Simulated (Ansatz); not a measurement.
System: A-type hexagonal La2O3. Method: PBE-D4 in Ansatz (plane waves, PAW).

Settings: plane-wave cutoff 520 eV, 12×12×6 k mesh (along the axes of the cell as run), Fermi–Dirac smearing 0.01 eV, scalar-relativistic PAW data made under PBE.

Computed at the level's own relaxed cell.

Estimate the band gap, Γ–Γ gap, smallest direct gap on the k points sampled and lattice parameter a that the calculation returns.


- band gap = 3.85 eV
- Γ–Γ gap = 4.43 eV
- smallest direct gap on the k points sampled = 3.96 eV
- lattice parameter a = 3.919 Å

Measured, for comparison: lattice constant a 3.934 Å (300 K, no zero-point or thermal correction, our sources range from 3.934 to 3.940; as tabulated in Santana et al. (2016), arXiv:1608.06321). Computed (rounded) less measured: lattice constant a -0.4 % (-0.4 % to -0.5 % over the range). A static lattice is as a rule a little smaller and stiffer than an uncorrected measurement, which narrows the difference in the lattice constant a and would widen misses of the other sign.

Note: the bulk modulus comes from volumes at which shape and atoms were relaxed.

Spin–orbit coupling is not included.

Static lattice: no zero-point or thermal effects.

Ansatz is a quantum-chemistry and plane-wave program.
